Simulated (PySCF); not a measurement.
All values below come from PySCF with PBE0-D3(BJ)/def2-TZVP. All species are isolated molecules in the gas phase. Delta-SCF ions had no search for a lower state. 

Reference species (SMILES): `Cl[Si](Cl)(Cl)Cl` (neutral, multiplicity 1).

```yaml
vertical ionisation energy (Delta-SCF): 11.49 eV
HOMO: -9.54 eV
```

Changed species: `[Si](F)(F)(F)F` (0 of 4 F replaced by Cl; the reference has 4 of 4 F replaced by Cl).

Q: What does the change do to the vertical ionisation energy (Delta-SCF) and HOMO?

A: the vertical ionisation energy (Delta-SCF) rises by 3.92 eV, to 15.41 eV; the HOMO falls by 3.23 eV, to -12.77 eV.
